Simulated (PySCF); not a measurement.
## How well do the runs reproduce experiment for FHO?

**Measured values to compare with.**

NIST CCCBDB Release 22 (SRD 101), experimental dipoles lists, for the gas: dipole moment 2.23 D.

The runs below try to reproduce these values; the comparison stands at the end.

FHO.
Atom-mapped SMILES: `[OH:1][F:2]` (hydrogens: H3 on O1)

Cartesian coordinates in Å at the PBE0-D3(BJ)/def2-SVP level; atoms count from 1:
```xyz
3
FHO angstrom
O     -0.200    0.473    0.003
F      1.015   -0.226   -0.014
H     -0.809   -0.282   -0.008
```

Runs made with PySCF (gas phase, on this PBE0-D3(BJ)/def2-SVP geometry; no spin–orbit coupling):

| level | job | basis functions | wall time |
| --- | --- | --- | --- |
| PBE0-D3(BJ)/def2-SVP, grid level 1 | geometry optimisation from a GFN2-xTB start shaken at random | 33 | 2.5 s |

Hardware: one thread, Arm Neoverse N1 (aarch64) (shared host).

Results beside the measurements:

**Dipole moment.** Measured: 2.23 D (NIST CCCBDB Release 22 (SRD 101), experimental dipoles).

```
               level  computed (D)  computed − measured (D)  % (from the printed values)
PBE0-D3(BJ)/def2-SVP          2.02                    -0.21                           -9
```

The computed dipoles belong to one fixed geometry; measured ones are averaged over vibrations unless marked μe. Magnitudes are compared, not signs.

No measured geometry was used, and the causes of the misses weren't examined.
